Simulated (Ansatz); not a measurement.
Cartesian coordinates in Å:
```
O 0.2671 1.3254 0.4039
C 0.1998 0.0465 -0.0804
O 1.3471 -0.2728 -0.7174
N -1.1411 -0.4170 -0.6687
C -0.6927 -0.9552 0.3638
F -1.0713 -1.8985 1.1826
H -0.6246 1.6310 0.5980
H 1.7157 0.5406 -1.0819
```

Total charge 0; spin multiplicity 1.

(1) List the PBE0/def2-TZVPP orbital energies in eV (Ansatz 0.2.0). (An estimate is asked.)

Answers

(1) Ansatz gave: Occupied: -675.81, -524.01, -523.83, -392.25, -283.00, -282.06, -35.87, -31.71, -29.33, -28.24, -18.98, -18.18, -16.92, -16.02, -14.56, -14.14, -13.42, -12.44, -11.37, -10.60, -10.17, -9.60, -7.78. Lowest empty: -0.31, 0.69, 1.52, 1.93, 3.65, 4.56, 5.14, 5.45.
